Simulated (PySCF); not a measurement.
# SMILES N#C/C=C\CCl, C$_{4}$H$_{4}$ClN

Geometry (Å), atoms numbered from 1 in this order:
```xyz
10

N     2.7185   -1.2744   -0.3242
C     2.0450   -0.3338   -0.2374
C     1.2228    0.8285   -0.1347
C    -0.1176    0.7764   -0.0732
C    -0.9230   -0.4718   -0.1043
Cl   -1.9762   -0.5584    1.3420
H     1.7430    1.7902   -0.1157
H    -0.6740    1.7152    0.0070
H    -0.2926   -1.3706   -0.1194
H    -1.5872   -0.4868   -0.9809
```

Computed with PySCF, GIAO B3LYP/pcSseg-1 magnetisability, rotational g tensor and spin-rotation constants, non-relativistic, gas phase. Geometry: PBE0-D3(BJ)/def2-SVP.

Give the nuclear spin-rotation constants along the inertial axes (H = +C I·J) beside the isotropic shieldings.

Rotational constants 7.1040, 1.3429, 1.2027 GHz. A star marks the isotopologue with that one atom substituted, in its own axes.
```tsv
atom	isotope	Caa (kHz)	Cbb (kHz)	Ccc (kHz)	mean (kHz)	σ (ppm)
N1	14N	1.275	0.146	0.289	0.570	-74.3
Cl6	35Cl	0.766	0.342	0.277	0.462	812.5
H7	1H	-0.540	0.023	-0.098	-0.205	26.2
H8	1H	-0.426	0.075	-0.135	-0.162	25.0
H9	1H	-0.465	0.029	-0.126	-0.187	26.9
H10	1H	-0.651	-0.122	0.029	-0.248	27.4
C2	13C*	2.247	0.192	0.544	0.994	61.3
C3	13C*	1.828	0.564	0.223	0.872	71.3
C4	13C*	2.543	0.715	0.254	1.171	19.5
C5	13C*	1.390	0.270	0.234	0.631	131.3
```
For the geometry as given, no vibrational averaging.

How do the rotational constants and the g tensor change when H7, H8, H9, H10 are replaced by deuterium?

Constants 6.0164, 1.3120, 1.1649 GHz; g -0.0404, -0.0171, -0.0127, against -0.0463, -0.0174, -0.0132 before.
